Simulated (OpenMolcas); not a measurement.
# [SiH3]− (SMILES [SiH3-]): a first try and a second

Aim: the energy of [SiH3]− at MCPF/cc-pVTZ-DK (DKH2).

The calculation is run with OpenMolcas 26.06.

14 further runs of the same task are left out: 1 that didn't finish, 13 set aside as unsound or not needed.

## Step 1: The system as given

[SiH3]− has 4 atoms, charge -1, and is taken as a singlet. As SMILES, `[SiH3-]`. The shape is that of a PBE0-D4/def2-TZVPD optimisation.

Bond lengths: Si1–H2 1.546 Å, Si1–H3 1.546 Å, Si1–H4 1.546 Å. Angles: H2–Si1–H3 94.1°, H2–Si1–H4 94.1°, H3–Si1–H4 94.1°.

## Step 2: The input as first written

File run.input:

```
&GATEWAY
COORD
3
angstrom
Si       0.539700      -0.050700      -0.300900
H        0.426600       0.622300       1.085900
H       -0.298500      -1.283700       0.106800
H       -0.667800       0.712200      -0.891800
BASIS
cc-pVTZ-DK
GROUP
NoSym
&SEWARD
RELATIVISTIC
R02E00
&SCF
CHARGE
-1
PRORBITALS
1 1
&MOTRA
FROZEN
5
&GUGA
ELECTRONS
8
SPIN
1
INACTIVE
4
ACTIVE
0
CIALL
1
&CPF
MCPF
```

The run is started by

```
export MOLCAS_MEM=1860
pymolcas run.input > run.log
```

Standard output:

```text
--- Start Module: gateway ---

                                              &GATEWAY

                       available to each process: 1.9 GB of memory, 1 thread

 ###############################################################################
 ###    ERROR: H       -0.667800       0.712200      -0.891800               ###
 ###    is not a keyword!, Error in keyword.                                 ###
 ###############################################################################
--- Stop Module: gateway /rc=_RC_INPUT_ERROR_ ---

.####################.
.# User input error #.
.####################.

    Timing: Wall=0.03 User=0.01 System=0.01
```

It took 0.24 s on 1 thread of Arm Neoverse V1, shared host.

## Step 3: Diagnosis

The input was rejected.

The telling line is `is not a keyword!, Error in keyword.`. The fault: an atom count or index doesn't match the structure.

## Step 4: The mended input

Changes to run.input since step 2:

```diff
@@ -1,4 +1,5 @@
+>>> EXPORT MOLCAS_PRINT=2
 &GATEWAY
 COORD
-3
+4
 angstrom
@@ -19,3 +20,3 @@
 PRORBITALS
-1 1
+1 2
 &MOTRA
```

The run is started by

```
export MOLCAS_MEM=1860
pymolcas run.input > run.log
```

Standard output:

```text
--- Start Module: gateway ---
[...]
--- Stop Module: gateway /rc=_RC_ALL_IS_WELL_ ---
[...]
      Basis functions           76
[...]
       Convergence after  12 Iterations
[...]
::    Total SCF energy                               -291.2436385447
[...]
      Total spin, S                                     0.0000000000
[...]
      *** WARNING: Default frozen orbitals is overwritten by user input.
      *** Default values:   2
[...]
--- Start Module: guga ---
[...]
--- Stop Module: guga /rc=_RC_ALL_IS_WELL_ ---
--- Start Module: cpf ---
[...]
      Active orbitals                            0       0
[...]
      Spin quantum number                      0.0
[...]
     FINAL MCPF ENERGY         -291.42633078
     FINAL CORRELATION ENERGY   -0.18269224  REFERENCE ENERGY    -291.24363854
[...]
      Total electronic charge=   18.000000
      Total            charge=   -1.000000
[...]
      Dipole Moment (debye):
      Origin of the operator (angstrom)=    0.4695   -0.0441   -0.2618
                   X=  1.8087E-01               Y= -1.7601E-02               Z= -1.0045E-01           Total=  2.0764E-01
      Quadrupole Moment (debye*angstrom):
[...]
--- Stop Module: cpf /rc=_RC_ALL_IS_WELL_ ---
[...]
```

Run time: 6 s. Hardware: 1 thread of Arm Neoverse V1, shared host; peak memory 0.44 GiB.

## Step 5: Results

At MCPF/cc-pVTZ-DK (DKH2):

| quantity | value |
| --- | --- |
| total energy | -291.42633 Eh |
| HOMO energy (Hartree–Fock orbitals) | -1.66 eV |
| LUMO energy (Hartree–Fock orbitals) | 9.51 eV |
| HOMO–LUMO gap (to an unbound level, set by the basis) | 11.18 eV |
| correlation energy (5 core orbitals frozen) | -182.7 mEh |
